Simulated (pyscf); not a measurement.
Optimised with ωB97X-D3(BJ)/def2-SVP in PySCF.

SMILES: O[Si]([SiH2]Cl)([SiH3])[SiH3]
```xyz
15

O     -1.9657     0.9212    -0.3908
Si    -0.6005     0.0235     0.0211
Si    -0.0292     0.1971     2.2853
Si    -0.7959    -2.2457    -0.5145
Si     1.2377     0.8220    -1.1396
Cl     2.7065    -0.4097    -0.3114
H     -2.7843     0.6808     0.0565
H     -1.2680     0.0967     3.1180
H      0.6254     1.5082     2.5707
H      0.8927    -0.9100     2.6676
H     -2.0678    -2.7906     0.0528
H     -0.8166    -2.4433    -1.9945
H      0.3516    -2.9980     0.0681
H      1.5973     2.2374    -0.8546
H      1.2178     0.6004    -2.6108
```
Charge 0, spin multiplicity 1.

Q: How much does it cost (ΔH, 298 K, ωB97M-D3(BJ)/def2-TZVP) to split `[OH][Si]([SiH3])([SiH3])[SiH2][Cl]` at its Cl–Si bond into HO–Si(SiH₂•)(SiH₃)–SiH₃ + Cl•?

A: Cl–Si to HO–Si(SiH₂•)(SiH₃)–SiH₃ + Cl•: 105.8 kcal/mol. The 7 functionals that were run give +101.4 (B3LYP-D3(BJ)) to +107.6 kcal/mol (ωB97X-D3(BJ)). HO–Si(SiH₂•)(SiH₃)–SiH₃ lies 26.3 kcal/mol over its isomer H₃Si–O–Si•(SiH₃)–SiH₃, and others may lie lower still (electronic energy, ωB97M-D3(BJ)). Left out: the spin-orbit lowering of Cl.
